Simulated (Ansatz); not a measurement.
KNa: from a trial structure to a relaxed crystal

Theory: DFT PBE, scalar-relativistic, plane waves, PAW (Ansatz 0.2.0). Cutoff 420 eV, Γ-centred k mesh, Gaussian smearing, no spin polarisation in the final step.

The start puts KNa on the AuCd (B19) structure type (Pmma, No. 51), with K in place of Cd, Na in place of Au, at a guessed volume.

```yaml
crystal:
  lattice:
    - [5.54363, 0.00000, 0.00000]
    - [0.00000, 3.66858, 0.00000]
    - [0.00000, 0.00000, 5.66009]
  atoms:
    - { symbol: K, position: [0.75000, 0.00000, 0.68700] }
    - { symbol: K, position: [0.25000, 0.00000, 0.31300] }
    - { symbol: Na, position: [0.75000, 0.50000, 0.18800] }
    - { symbol: Na, position: [0.25000, 0.50000, 0.81200] }
```

Cell and atoms relax at zero pressure; the relaxation can't lower the symmetry of the start. After a coarse first stage the cell is made exact in the group found at 0.06 Å.

Energies over the elements count from the elements' standard structures at the same level, with no empirical corrections.

**Question.** Which crystal results?

**Answer.** It keeps Pmma (No. 51). The result has the AuCd (B19) structure. Conventional cell: a = 6.781 Å, b = 4.555 Å, c = 6.975 Å. K is coordinated by 8 Na at 4.06–4.27 Å, 4 K at 4.50–4.56 Å and 2 K at 5.26 Å; Na is coordinated by 8 K at 4.06–4.27 Å and 4 Na at 4.34–4.56 Å.

```
K Na
1.0
     6.78143    0.00000    0.00000
     0.00000    4.55530    0.00000
     0.00000    0.00000    6.97511
K Na
2 2
Direct
  0.75000 0.00000 0.71162
  0.25000 0.00000 0.28838
  0.75000 0.50000 0.19414
  0.25000 0.50000 0.80586
```

**Question.** What are its volume, energy, density and gap?

**Answer.** The volume per atom is 53.87 Å³. The density is 0.96 g/cm³. The energy over the elements is 0.02 eV/atom and the gap on the 8×10×8 mesh is 0 eV (a metal).

The final run used a 8×10×8 mesh on its 4-atom cell and 0.10 eV smearing. The k mesh leaves about 4 meV/atom of noise in metals. Symmetry constrained the relaxation, so the result can be a saddle point.

Cost: 3 runs of about 3.6 core-minutes in all, on Arm Neoverse V1 (shared hosts).